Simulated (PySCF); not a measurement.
# Vertical excitation energies

Quinoxaline, C₈H₆N₂.
InChI=1S/C8H6N2/c1-2-4-8-7(3-1)9-5-6-10-8/h1-6H

Theory: TDDFT B3LYP/def2-SVPD, vertical, gas phase, core orbitals frozen in the response (PySCF). Geometry: PBE0-D3(BJ)/def2-SVP; no solvent, vibrations or thermal averaging.

```json
{"state": "S1", "E (eV)": "3.46", "E (kJ/mol)": "334", "λ (nm)": "358.0", "f": "0.0021", "symmetry": "B1 or B2", "main configurations (H = HOMO, L = LUMO)": "H→L (99%)"}
{"state": "S2", "E (eV)": "4.15", "E (kJ/mol)": "400", "λ (nm)": "298.9", "f": "0.024", "symmetry": "B1 or B2", "main configurations (H = HOMO, L = LUMO)": "H-1→L (95%)"}
{"state": "S3", "E (eV)": "4.45", "E (kJ/mol)": "429", "λ (nm)": "278.7", "f": "0.071", "symmetry": "A1", "main configurations (H = HOMO, L = LUMO)": "H-2→L (72%), H-1→L+1 (27%)"}
{"state": "S4", "E (eV)": "4.68", "E (kJ/mol)": "452", "λ (nm)": "264.7", "f": "0.0000", "symmetry": "–", "main configurations (H = HOMO, L = LUMO)": "H→L+1 (98%)"}
{"state": "S5", "E (eV)": "5.10", "E (kJ/mol)": "492", "λ (nm)": "243.1", "f": "0.0000", "symmetry": "–", "main configurations (H = HOMO, L = LUMO)": "H-3→L (97%)"}
{"state": "S6", "E (eV)": "5.66", "E (kJ/mol)": "546", "λ (nm)": "219.1", "f": "0.0033", "symmetry": "B1 or B2", "main configurations (H = HOMO, L = LUMO)": "H→L+2 (99%)"}
{"state": "S7", "E (eV)": "5.77", "E (kJ/mol)": "557", "λ (nm)": "214.9", "f": "0.623", "symmetry": "A1", "main configurations (H = HOMO, L = LUMO)": "H-1→L+1 (56%), H-2→L (21%), H-2→L+2 (18%)"}
{"state": "S8", "E (eV)": "5.95", "E (kJ/mol)": "574", "λ (nm)": "208.5", "f": "0.017", "symmetry": "B1 or B2", "main configurations (H = HOMO, L = LUMO)": "H-2→L+1 (60%), H-1→L+2 (32%)"}
{"state": "S9", "E (eV)": "6.40", "E (kJ/mol)": "618", "λ (nm)": "193.6", "f": "0.0002", "symmetry": "–", "main configurations (H = HOMO, L = LUMO)": "H-3→L+1 (99%)"}
{"state": "S10", "E (eV)": "6.51", "E (kJ/mol)": "628", "λ (nm)": "190.4", "f": "0.279", "symmetry": "B1 or B2", "main configurations (H = HOMO, L = LUMO)": "H-1→L+2 (58%), H-2→L+1 (32%)"}
```

Triplets (Tamm–Dancoff): T1 2.95 eV, H→L (95%); T2 3.08 eV, H-1→L (91%); T3 3.62 eV, H-2→L (98%); T4 4.37 eV, H-3→L (82%), H→L+1 (10%).

The lowest singlet comes at 358 nm (334 kJ/mol) in the ultraviolet; it is very weak; its leading configuration is HOMO→LUMO (99%). The most intense listed level is S7 at 5.77 eV (215 nm, f = 0.623), 2.31 eV above S1. Löwdin shares by element: HOMO (one of a set within 0.03 eV) nitrogen 56%, carbon 17% or more (atoms not listed hold the other 27%); LUMO nitrogen 36%, carbon 24% or more (atoms not listed hold the other 40%). The oscillator strengths of these states sum to 1.020; summed over the whole spectrum of an exact calculation they would give the number of electrons, 68 (Thomas–Reiche–Kuhn). Of the 10 states listed, 5 reach f = 0.01 and 3 stay under 0.0005. The listed states span 3.05 eV, and the widest gap between neighbours is 0.69 eV (S1 to S2). No computed singlet lies in the visible range (380 to 750 nm); the lowest, at 358 nm, stands 0.20 eV above its violet end (3.26 eV); a Tamm–Dancoff triplet lies at 421 nm, without intensity as long as spin–orbit coupling is left out. The vertical ionisation energy (ΔSCF) is 8.97 eV, 2.46 eV above S10. Symmetry labels in C2v follow from the direction of the transition dipole and are given only for states with f of 0.002 or more; B1 and B2 swap with the choice of axes. Only the lowest 10 singlets were computed, as vertical energies without vibronic structure.
